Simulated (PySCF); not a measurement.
Relaxation of triplet SiH2

Level of theory: UPBE0/[Si def2-TZVP, H def2-TZVP], no relativity, density fitting, PySCF. A (50,194) grid was used.

A hand-made bent start, of C2v symmetry, held to at least that symmetry:

```xyz
3
charge 0 multiplicity 3, angstrom
Si    0.0000    0.0000   -0.0570
H     1.2123    0.0000    0.7919
H    -1.2123    0.0000    0.7919
```

At each step, columns x, y, z (Å) and Fx, Fy, Fz (eV/Å):

```
step 0  E − E(last) = 3.59 kJ/mol
Si   0.000   0.000  -0.057   0.000   0.000   0.365
H    1.212   0.000   0.792   0.314   0.000  -0.183
H   -1.212   0.000   0.792  -0.314   0.000  -0.183
step 1  E − E(last) = 0.03 kJ/mol
Si   0.000   0.000   0.005   0.000   0.000   0.044
H    1.284   0.000   0.761  -0.068   0.000  -0.022
H   -1.284   0.000   0.761   0.068   0.000  -0.022
step 2  E − E(last) = 0.00 kJ/mol
Si   0.000   0.000   0.003   0.000   0.000   0.018
H    1.278   0.000   0.762  -0.011   0.000  -0.009
H   -1.278   0.000   0.762   0.011   0.000  -0.009
step 3  E − E(last) = 0.00 kJ/mol
Si   0.000   0.000   0.003   0.000   0.000   0.004
H    1.278   0.000   0.762  -0.001   0.000  -0.002
H   -1.278   0.000   0.762   0.001   0.000  -0.002
```

It ends at C2v with Si–H 1.486 Å (×2); H–Si–H 118.6°. A frequency run shows a minimum.

At this level a singlet minimum of C2v symmetry lies 63 kJ/mol below this structure.

The relaxation took roughly 4 core-seconds on a shared host.
